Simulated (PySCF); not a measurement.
## SMILES CC(C)C(C)C, C₆H₁₄

Geometry (Å), atoms numbered from 1 in this order:
```xyz
20

C    -0.926    1.229   -0.926
C    -0.791    0.212    0.206
C    -1.802   -0.917    0.005
C     0.639   -0.339    0.376
C     1.206   -0.977   -0.890
C     1.601    0.738    0.879
H    -1.935    1.635   -0.937
H    -0.740    0.763   -1.890
H    -0.233    2.056   -0.797
H    -1.044    0.720    1.145
H    -2.816   -0.526    0.049
H    -1.667   -1.393   -0.964
H    -1.694   -1.673    0.780
H     0.583   -1.117    1.147
H     1.343   -0.234   -1.672
H     2.177   -1.419   -0.674
H     0.555   -1.762   -1.263
H     1.768    1.497    0.118
H     1.209    1.224    1.770
H     2.562    0.294    1.127
```

Method: PySCF, GIAO PBE/pcSseg-1 magnetisability, rotational g tensor and spin-rotation constants, non-relativistic, gas phase. Geometry: GFN2-xTB.

(1) Give the nuclear spin-rotation constants along the inertial axes (H = +C I·J) beside the isotropic shieldings.

(2) How do the rotational constants and the g tensor change when H7, H8, H9, H10, H11, H12, H13, H14, H15, H16, H17, H18, H19, H20 are replaced by deuterium?

## Answers

(1) Rotational constants 4.3077, 2.5711, 2.2641 GHz. A star marks the isotopologue with that one atom substituted, in its own axes.
| atom | isotope | Caa (kHz) | Cbb (kHz) | Ccc (kHz) | mean (kHz) | σ (ppm) |
| --- | --- | --- | --- | --- | --- | --- |
| H7 | 1H | -0.001 | -0.228 | -0.257 | -0.162 | 30.9 |
| H8 | 1H | -0.512 | -0.183 | -0.035 | -0.244 | 31.1 |
| H9 | 1H | -0.199 | -0.106 | -0.246 | -0.184 | 30.5 |
| H10 | 1H | -0.459 | -0.148 | -0.045 | -0.217 | 30.0 |
| H11 | 1H | 0.009 | -0.220 | -0.252 | -0.154 | 30.5 |
| H12 | 1H | -0.493 | -0.171 | -0.037 | -0.234 | 30.6 |
| H13 | 1H | -0.448 | -0.165 | -0.070 | -0.228 | 30.7 |
| H14 | 1H | -0.458 | -0.147 | -0.046 | -0.217 | 30.0 |
| H15 | 1H | -0.512 | -0.182 | -0.036 | -0.243 | 31.1 |
| H16 | 1H | -0.004 | -0.227 | -0.257 | -0.162 | 30.9 |
| H17 | 1H | -0.197 | -0.108 | -0.246 | -0.183 | 30.5 |
| H18 | 1H | -0.493 | -0.165 | -0.042 | -0.234 | 30.6 |
| H19 | 1H | -0.451 | -0.169 | -0.064 | -0.228 | 30.7 |
| H20 | 1H | 0.008 | -0.218 | -0.255 | -0.155 | 30.5 |
| C1 | 13C* | 0.679 | 0.359 | 0.307 | 0.448 | 167.0 |
| C2 | 13C* | 0.752 | 0.477 | 0.420 | 0.550 | 142.9 |

For the geometry as given, no vibrational averaging.

(2) Constants 3.1939, 2.0011, 1.7726 GHz; g 0.0027, 0.0033, 0.0024, against 0.0036, 0.0043, 0.0030 before.
